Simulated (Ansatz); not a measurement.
Process, species as SMILES: C(=O)=C → 2 C atom + 2 H atom + O atom
B3LYP-D3(BJ)/def2-TZVP geometries, fixed; electronic energies without zero-point terms.
Largest species:
```xyz
5

C      0.0091     0.0017    -1.2056
C     -0.0008    -0.0001     0.1027
H      0.0282     0.9401    -1.7377
H     -0.0018    -0.9351    -1.7406
O     -0.0096    -0.0018     1.2620
```
Charge 0, spin multiplicity 1.

Basis-set convergence of the atomisation energy at B3LYP with Ansatz (a quantum-chemistry and plane-wave program). Cartesian d functions, on some or all atoms, in 6-31G*, 6-31G**, 6-31+G*; all else is spherical. The program fits the integrals of some runs and decomposes those of others, by size. Open shells are unrestricted. No added dispersion term, no relativity. Functions are those of the species that has most. Reference: the value in aug-pcseg-3, 534.50 kcal/mol, itself unsure by roughly 0.20 kcal/mol (its mean distance from aug-cc-pVQZ, cc-pV5Z, def2-QZVPPD). Deviations are taken from unrounded values.

```tsv
basis	functions	atomisation energy (kcal/mol)	minus reference (kcal/mol)
3-21G	31	512.98	-21.52
6-31G	31	502.04	-32.46
6-31G*	49	529.86	-4.64
cc-pVDZ	52	524.92	-9.58
def2-SVP	52	537.55	3.05
pcseg-1	52	525.97	-8.52
6-31G**	55	532.10	-2.39
6-31+G*	61	524.61	-9.89
pcseg-2	118	534.03	-0.46
def2-TZVPP	121	533.82	-0.68
def2-TZVPD	132	533.13	-1.36
def2-TZVPPD	148	533.64	-0.85
aug-cc-pVTZ	184	532.95	-1.55
aug-pcseg-2	184	534.29	-0.20
cc-pVQZ	225	534.79	0.29
pcseg-3	246	534.48	-0.02
aug-pcseg-3	353	534.50	0.00
cc-pV5Z	383	534.51	0.01
```
